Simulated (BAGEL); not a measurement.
# A workflow on H2O (water)

Aim: the energy (HF/cc-pVDZ), then a single-point energy (NEVPT2(2,2)/cc-pVDZ), then the energy (CASPT2(2,2)/cc-pVDZ) of H2O (water). 

The calculation is run with BAGEL 1.2.2.

### 1 The system as given

H2O: 3 atoms, total charge 0, spin state singlet. As SMILES, `O`. The O1–H2 distance was set to 2.687 Å, away from the relaxed value. At this shape a bond of the SMILES string is far longer than usual.

Bond lengths: O1–H3 0.960 Å.

### 2 A single-point energy at HF/cc-pVDZ (density fitting with svp-jkfit) (run 1)

input.json reads:

```json
{ "bagel": [

{
  "title": "molecule",
  "basis": "cc-pvdz.json",
  "df_basis": "svp-jkfit",
  "angstrom": true,
  "geometry": [
    { "atom": "O", "xyz": [      -1.687284,      -0.426571,      -0.961234 ] },
    { "atom": "H", "xyz": [       0.466500,       0.548400,       0.315300 ] },
    { "atom": "H", "xyz": [      -1.548384,      -1.375371,      -0.995334 ] }
  ]
},

{ "title": "hf" },

{ "title": "print", "file": "orbitals.molden", "orbitals": true }

]}
```

The basis set cc-pVDZ is read from a file made from the Basis Set Exchange's data (not shown).

Command:

```
$ BAGEL_NUM_THREADS=1 BAGEL input.json > input.out
```

The log of the run:

```text
* using 1 threads per process

  ===============================================================
  ===============================================================

  *** Geometry ***

  { "atom" : "O", "xyz" : [     -3.188505,     -0.806102,     -1.816469 ] },
  { "atom" : "H", "xyz" : [      0.881557,      1.036326,      0.595831 ] },
  { "atom" : "H", "xyz" : [     -2.926022,     -2.599075,     -1.880909 ] },

  Number of auxiliary basis functions:      113

  Since a DF basis is specified, we compute 2- and 3-index integrals:
    o Being stored without compression. Storage requirement is 0.001 GB

  Number of basis functions:       24
  Number of electrons      :       10

    * METHOD: MOLECULE                             0.03

  *** RHF ***

  === Nuclear Repulsion ===
     6.1595377654

      * DIIS with orbital gradients will be used.

  === RHF iteration (cc-pvdz.json) ===
      0        -75.31272161          0.05711694           0.00
      1        -74.79745358          0.08970138           0.00
      2        -75.53029059          0.02668985           0.00
      3        -75.60827758          0.02135494           0.00
      4        -75.24828604          0.05029077           0.00
      5        -75.45431427          0.03475314           0.00
      6        -75.49400702          0.03082848           0.00
      7        -75.51995891          0.02936090           0.00
      8        -75.54217191          0.02590448           0.00
      9        -75.51381749          0.02482766           0.00
[... 25 lines of this table left out ...]
     35        -75.70396050          0.00000007           0.00
     36        -75.70396050          0.00000005           0.00
     37        -75.70396050          0.00000001           0.00
     38        -75.70396050          0.00000001           0.00
    * SCF iteration converged.

    * Permanent dipole moment:
           (   -0.476140,     0.523150,    -0.197196) a.u.

    * METHOD: HF                                   0.08

    * METHOD: PRINT                                0.00

  ===============================================================
```

Wall time 0.68 s (1 thread of AMD EPYC 7R43 (Zen 3), shared host); peak memory 0.14 GiB.

### 3 A single-point energy at NEVPT2(2,2)/cc-pVDZ (density fitting with svp-jkfit) (run 2)

input.json reads:

```json
{ "bagel" : [

{
  "title" : "molecule",
  "basis" : "cc-pvdz.json",
  "df_basis" : "svp-jkfit",
  "angstrom" : true,
  "geometry" : [
    { "atom" : "O", "xyz" : [   -1.687284,   -0.426571,   -0.961234 ] },
    { "atom" : "H", "xyz" : [    0.466500,    0.548400,    0.315300 ] },
    { "atom" : "H", "xyz" : [   -1.548384,   -1.375371,   -0.995334 ] }
  ]
},
{ "title" : "hf" },
{ "title" : "casscf", "nstate" : 1, "nact" : 2, "nclosed" : 4, "active" : [5, 6], "maxiter" : 200, "natocc" : true },
{ "title" : "nevpt2", "nstate" : 1, "nact" : 2, "nclosed" : 4, "active" : [5, 6], "maxiter" : 200, "natocc" : true, "ncore" : 1 },
{ "title" : "print", "file" : "orbitals.molden", "orbitals" : true }

]}
```

The basis set cc-pVDZ is read from a file made from the Basis Set Exchange's data (not shown).

Command:

```
$ BAGEL_NUM_THREADS=1 BAGEL input.json > input.out
```

The log of the run:

```text
* using 1 threads per process

  ===============================================================
  ===============================================================

  *** Geometry ***

  { "atom" : "O", "xyz" : [     -3.188505,     -0.806102,     -1.816469 ] },
  { "atom" : "H", "xyz" : [      0.881557,      1.036326,      0.595831 ] },
  { "atom" : "H", "xyz" : [     -2.926022,     -2.599075,     -1.880909 ] },

  Number of auxiliary basis functions:      113

  Since a DF basis is specified, we compute 2- and 3-index integrals:
    o Being stored without compression. Storage requirement is 0.001 GB

  Number of basis functions:       24
  Number of electrons      :       10

    * METHOD: MOLECULE                             0.02

  *** RHF ***

[... 11 lines left out ...]
    * SCF iteration converged.
[... 1 line left out ...]
    * Permanent dipole moment:
[... 27 lines left out ...]
    * Second-order optimization converged. *
[... 1 line left out ...]
     guess   0:   closed 1.                   open ..

  === FCI iteration ===

      0  0       -75.68245251     1.29e-01      0.00
      1  0       -75.88857528     2.00e-02      0.00
      2  0 *     -75.89178470     4.76e-16      0.00

     * ci vector, state   0, <S^2> = 0.0000
       2.     0.7747964846
       .2    -0.6322107302

    * METHOD: CASSCF                               0.05

    * freezing 1 orbital

  === DF-NEVPT2 calculation ===

    * 3-index integral transformation done
    * assembly done

      NEVPT2 correlation energy:   -0.1537122929      0.00

          (+0)     -0.1019252263
          (+0)'    -0.0088809239
          (+1)     -0.0082357192
          (+1)'    -0.0000000000
          (+2)     -0.0000545067
          (-1)     -0.0345269907
          (-1)'     0.0000000000
          (-2)     -0.0000889262

      NEVPT2 total energy:        -76.0454969885

    * METHOD: NEVPT2                               0.01

    * METHOD: PRINT                                0.00

  ===============================================================
```

It took 0.62 s on 1 thread of AMD EPYC 7R43 (Zen 3), shared host; peak memory 0.14 GiB.

### 4 A single-point energy at CASPT2(2,2)/cc-pVDZ (density fitting with svp-jkfit) (run 3)

job.json reads:

```json
{ "bagel" : [

{
  "title" : "molecule",
  "basis" : "cc-pvdz.json",
  "df_basis" : "svp-jkfit",
  "angstrom" : true,
  "geometry" : [
    { "atom" : "O", "xyz" : [   -1.687284,   -0.426571,   -0.961234 ] },
    { "atom" : "H", "xyz" : [    0.466500,    0.548400,    0.315300 ] },
    { "atom" : "H", "xyz" : [   -1.548384,   -1.375371,   -0.995334 ] }
  ]
},
{ "title" : "hf" },
{ "title" : "casscf", "nstate" : 1, "nact" : 2, "nclosed" : 4, "active" : [5, 6], "maxiter" : 200, "natocc" : true },
{ "title" : "print", "file" : "orbitals.molden", "orbitals" : true },
{ "title" : "smith", "method" : "caspt2", "ms" : true, "xms" : true, "sssr" : true, "shift" : 0.2, "shift_imag" : true, "ncore" : 1 }

]}
```

The basis set cc-pVDZ is read from a file made from the Basis Set Exchange's data (not shown).

Command:

```
$ BAGEL_NUM_THREADS=1 BAGEL job.json > job.out
```

The log of the run:

```text
* using 1 threads per process

  ===============================================================
  ===============================================================

  *** Geometry ***

  { "atom" : "O", "xyz" : [     -3.188505,     -0.806102,     -1.816469 ] },
  { "atom" : "H", "xyz" : [      0.881557,      1.036326,      0.595831 ] },
  { "atom" : "H", "xyz" : [     -2.926022,     -2.599075,     -1.880909 ] },

  Number of auxiliary basis functions:      113

  Since a DF basis is specified, we compute 2- and 3-index integrals:
    o Being stored without compression. Storage requirement is 0.001 GB

  Number of basis functions:       24
  Number of electrons      :       10

    * METHOD: MOLECULE                             0.02

  *** RHF ***

[... 11 lines left out ...]
    * SCF iteration converged.
[... 1 line left out ...]
    * Permanent dipole moment:
[... 27 lines left out ...]
    * Second-order optimization converged. *
[... 9 lines left out ...]
     * ci vector, state   0, <S^2> = 0.0000
[... 16 lines left out ...]
    * Zeroth order energy : state  0       -0.4282894434
[... 4 lines left out ...]
       #      aibj      arbs      arbi      airj      risj      airs      arst      rist         Etot      error   time
[... 2 lines left out ...]
       0  -0.10162  -0.00011  -0.03771  -0.00894  -0.00008  -0.00899  -0.00000   0.00000   -0.1574586  0.0012483   0.01
       1  -0.10162  -0.00011  -0.03775  -0.00895  -0.00008  -0.00901  -0.00000  -0.00000   -0.1575268  0.0000640   0.00
       2  -0.10162  -0.00011  -0.03775  -0.00895  -0.00008  -0.00901  -0.00000  -0.00000   -0.1575271  0.0000044   0.00
       3  -0.10162  -0.00011  -0.03775  -0.00895  -0.00008  -0.00901  -0.00000  -0.00000   -0.1575271  0.0000004   0.00

      ------------------------------------------------------------------------------------------------------------------

    * CASPT2 energy : state  0      -76.0497540081
        w/o shift correction        -76.0493117915
        reference weight              0.9625355015

    * METHOD: SMITH                                0.03

  ===============================================================
```

It took 0.68 s on 1 thread of AMD EPYC 7R43 (Zen 3), shared host; peak memory 0.14 GiB.

### 5 Outcome

| quantity | value |
| --- | --- |
| run 1, HF/cc-pVDZ: total energy | -75.70396 Eh |
| run 1, HF/cc-pVDZ: dipole moment | 1.87 D |
| run 1, HF/cc-pVDZ: HOMO energy | -9.65 eV |
| run 1, HF/cc-pVDZ: LUMO energy | -2.74 eV |
| run 1, HF/cc-pVDZ: HOMO–LUMO gap | 6.91 eV |
| run 2, NEVPT2(2,2)/cc-pVDZ: total energy | -76.04550 Eh |
| run 3, CASPT2(2,2)/cc-pVDZ: total energy | -76.04975 Eh |

One bond (run 1, HF/cc-pVDZ) is far stretched, which a spin-restricted single reference describes badly; a broken-symmetry solution may lie lower.
